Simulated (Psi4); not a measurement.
Reaction (SMILES): O (H2O) → [OH-] + H+
B3LYP-D3(BJ)/def2-TZVP geometries, fixed; electronic energies without zero-point terms.

How fast the deprotonation energy converges with the basis for several methods (Psi4): deviation from each method's own reference, in kcal/mol. References: HF 407.28 kcal/mol, the value in aug-cc-pV5Z; MP2 393.01 kcal/mol, Hartree-Fock in aug-cc-pV5Z plus the correlation part extrapolated as X^-3 from aug-cc-pVQZ and aug-cc-pV5Z; PBE 392.49 kcal/mol, the value in aug-cc-pV5Z; wB97X-V 398.15 kcal/mol, the value in aug-cc-pV5Z. Cartesian d functions, on some or all atoms, in 6-31G*; all else is spherical. Density fitting with the program's default auxiliary sets. In correlated methods cores are frozen. Psi4's default fitting sets serve the pcseg sets less well. No added dispersion term, no relativity. Functionals ending in -V hold VV10 correlation. 

```tsv
basis	functions	HF	MP2	PBE	wB97X-V
6-31G	13	(withheld)	30.97	35.01	28.02
6-31G*	19	(withheld)	36.00	40.22	33.64
6-311+G**	34	(withheld)	5.22	1.64	0.04
def2-TZVPD	58	(withheld)	-1.12	-0.74	-0.90
6-311++G(3df,3pd)	75	(withheld)	3.57	3.16	1.54
aug-pcseg-2	92	(withheld)	0.51	-0.44	-0.20
aug-cc-pVTZ	92	(withheld)	0.23	0.29	-0.24
def2-QZVPP	117	(withheld)	8.82	9.07	6.26
```

**Question.** What belongs in the gaps?

**Answer.** 
- 6-31G, HF: 14.69
- 6-31G*, HF: 21.76
- 6-311+G**, HF: -1.08
- def2-TZVPD, HF: -1.11
- 6-311++G(3df,3pd), HF: 0.46
- aug-pcseg-2, HF: -0.28
- aug-cc-pVTZ, HF: -0.45
- def2-QZVPP, HF: 3.46

Mean absolute deviation over 6-311+G**, def2-TZVPD, 6-311++G(3df,3pd), aug-pcseg-2, aug-cc-pVTZ: wB97X-V 0.58, HF 0.68, PBE 1.25, MP2 2.13 kcal/mol.
